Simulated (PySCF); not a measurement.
A GIAO shielding run with PySCF 2.14.0 with density-fitted response routines (density fitting, non-relativistic, gas phase) on SMILES Cn1cnnc1, C₃H₅N₃:

```
$ OMP_NUM_THREADS=1 python probes_run.py task.json out

{"job": {"kind": "nmr", "xc": "B3LYP", "basis": "pcSseg-2", "pop": false}, "charge": 0, "multiplicity": 1}
C     -1.356080     0.041882     0.459927
N      0.001038    -0.002338    -0.022323
C      0.743856    -1.099221    -0.342813
N      1.951584    -0.748959    -0.695745
N      2.027824     0.604265    -0.608124
C      0.864212     1.036924    -0.203694
H     -1.778806     1.037466     0.272854
H     -1.969428    -0.697381    -0.072901
H     -1.405853    -0.165532     1.539848
H      0.356104    -2.116830    -0.307182
H      0.590734     2.077762    -0.033360
```

Hardware: 1 thread of an Arm Neoverse V2, shared host. The job also computes ring-centre shieldings.

Task: How large is the calculation?

Result: 44 electrons, 286 basis functions and 741 auxiliary functions.

Task: How long does it take, and how much memory does it need?

Result: 23 s of wall time, with 14 SCF cycles and 5 response iterations; peak memory 1.1 GiB. Times on a shared host scatter by some tens of per cent.

Task: And these other runs on the same molecule and hardware: GIAO shielding at B97-D/pcSseg-2; GIAO shielding at KT2/pcSseg-2; GIAO shielding at KT3/pcSseg-2; GIAO shielding at PBE0/pcSseg-2; GIAO shielding at mPW1PW91/pcSseg-2?

Result: B97-D/pcSseg-2: 286 functions, 36 s; KT2/pcSseg-2: 286 functions, 36 s; KT3/pcSseg-2: 286 functions, 36 s; PBE0/pcSseg-2: 286 functions, 23 s; mPW1PW91/pcSseg-2: 286 functions, 23 s.
